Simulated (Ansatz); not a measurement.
# BFO: the cost of one run

Computed with Ansatz 0.2.0, Gaussian basis. Level: def2-QZVPP, all electrons in the functionals, frozen cores in the correlation of double hybrids and RPA.

Plan: wB97M-V, B2PLYP, at charge 0, triplet; charge 0, singlet; charge 0, quintet; charge 1, doublet; charge 1, quartet.

2 further runs of the same task are left out: 2 set aside as unsound or not needed.

### Step 1. The geometry

The geometry is a PBE0/def2-TZVP stationary point (not a proven minimum).

3 atoms, charge 0, spin multiplicity 3.

Atoms are counted from 1 here; the program's logs count them from 0.

Bond lengths: B1–O2 1.371 Å, B1–F3 1.310 Å. Angles: O2–B1–F3 114.8°.

No dispersion term is added; wB97M-V holds VV10 nonlocal correlation.

The geometry shown and the zero of energy belong to the point charge 0, triplet. The yardstick, UCCSD(T), and other wave-function levels (R restricted, U unrestricted, valence and pair active spaces) come from earlier runs.

### Step 2. wB97M-V, charge 0, triplet

in.yaml reads:

```yaml
crystal:
  periodic: [false, false, false]
  atoms:
    - {symbol: B, position_ang: [0.000000, -0.551074, 0.049105]}
    - {symbol: O, position_ang: [0.000000, 0.175594, 1.211243]}
    - {symbol: F, position_ang: [0.000000, 0.165712, -1.047985]}
basis:
  gaussian: {orbitals: "def2-QZVPP.json"}
magnetization: {spin_polarized: true, initial_magnetization: 2}
hamiltonian: {xc: {name: wB97M-V}}
output: {orbitals: {seedname: orbitals}}
```

Run with:

```console
$ ansatz run in.yaml --threads 1 --pin off --events-out ev --progress --plain --max-ram 2393MiB
```

**Question.** How long does this run take on 1 thread of Arm Neoverse V2, shared host, and how much memory does it need?

About 21 s, with a peak of 0.43 GiB.
